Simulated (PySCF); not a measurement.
**Level of theory and gas-phase deprotonation enthalpies: 1,3,5-triazine**

Structure: `c1ncncn1` (C3H3N3). Non-hydrogen atoms are numbered in `[cH:1]1[n:2][cH:3][n:4][cH:5][n:6]1`. These are map numbers, not IUPAC locants.

All levels share the PBE0-D3(BJ)/ma-def2-SVP structures and the PBE0-D3(BJ)/ma-def2-SVP thermal terms; only the single-point energies (PySCF) change. Values are gas-phase deprotonation enthalpies (298 K, kJ/mol).

```tsv
level	C1	time
PBE-D3(BJ)/ma-def2-TZVP	1613	28 s
CAM-B3LYP-D3(BJ)/ma-def2-TZVP	1620	14 s
PBE0-D3(BJ)/aug-cc-pVDZ	1623	7.7 s
PBE0-D3(BJ)/6-31+G*	1624	4.4 s
TPSS-D3(BJ)/ma-def2-TZVP (grid 3)	1628	40 s
PBE0-D3(BJ)/ma-def2-TZVP	1631	–
B97-2/ma-def2-TZVP	1638	12 s
OPBE/ma-def2-TZVP	1639	26 s
PBE0-D3(BJ)/def2-TZVP	1640	10 s
PBE0-D3(BJ)/def2-TZVPP	1641	11 s
PBE0-D3(BJ)/pcseg-1	1642	3.3 s
PBE0-D3(BJ)/def2-SV(P)	1661	3 s
PBE0-D3(BJ)/def2-SVP	1667	3.3 s
PBE0-D3(BJ)/cc-pVDZ	1669	3.6 s
PBE0-D3(BJ)/6-31G	1670	2.1 s
PBE0-D3(BJ)/6-31G*	1683	3.1 s
```

Times are wall times for all single points of a level on 1 thread of Intel Xeon 6975P-C, a shared host; the dash marks the run that also made the structures. OPBE, PBE, TPSS ran on a slower path of this set-up, which computes the density-fitting integrals anew in every SCF cycle while the other levels store them. So the times needn't show the usual order of cost, and those levels read slower than they are.

The spread: 71 kJ/mol, from 1613 to 1683.

Bases without diffuse functions serve anions poorly.

Differences come from unrounded values, so a last digit can differ from that of the printed terms.
